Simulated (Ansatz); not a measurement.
# AlGe₂⁺, quintet in cc-pVTZ: errors against UCCSDT(Q)

Geometry: that of the AlGe2, quartet, kept fixed.

```xyz
3

Al    0.0000   -1.8765    0.0000
Ge    0.0000    0.3485    1.1872
Ge    0.0000    0.3485   -1.1872
```

Basis cc-pVTZ; Ansatz 0.2.0. Only valence electrons are correlated (noble-gas cores and the filled d shells of p-block atoms frozen), which leaves 10 electrons in 87 orbitals. R marks a restricted (for open shells ROHF) determinant, U an unrestricted one. Active spaces: valence = (10e, 12o) chosen from the atoms' valence shells. No spin–orbit coupling is included, and no scalar relativity.

Full CI isn't at hand for all of this; UCCSDT(Q) serves as the reference, and is uncertain by the last step of the cluster series or more. The frozen core follows each run's orbitals, which can shift R against U totals by a few meV for light atoms and by up to 0.1 eV past Ca.

* UHF ⟨S²⟩: 6.037
* T1 diagnostic (RCCSD): 0.0253
* largest doubles amplitude (RCCSD): 0.068
* T1 diagnostic (UCCSD): 0.0219

```tsv
level	E − E(UHF) (eV)
UMP2	-5.0585
UCCSD	-5.7852
UCCSD(T)	-6.1718
```

**Question.** Estimate how far UCCSDT(Q) in cc-pVTZ lies from UCCSD(T). The table doesn't fix it; the size of (T) and the diagnostics are the guide.

**Answer.** UCCSDT(Q) in cc-pVTZ lies 1.77 kcal/mol below UCCSD(T), which is 20 % of the (T) step (-8.92 kcal/mol). The diagnostics are small and the rest is a small part of (T), but (T) is large here. The miss exceeds 1 kcal/mol.

The other levels:

```csv
level,E − E(UCCSDT(Q)) (kcal/mol),wall time
UCCSDT,0.77,–
```

Run but not shown, since their state, orbitals or frozen core can't be matched to the reference's or they repeat it: RHF, RMP2, RCCSD, RCCSD(T), BCCD(T), RCCSDT, RCCSDT(Q), CASSCF (valence space), NEVPT2 (valence space), MRCISD (valence space), MRCISD+Q (valence space).

Natural occupations of CASSCF (valence space) about the gap: 1.980 1.933 1.931 1.006 1.004 0.999 0.979 0.050 0.040 0.028; effectively unpaired electrons, Σ n²(2−n)², 4.06.
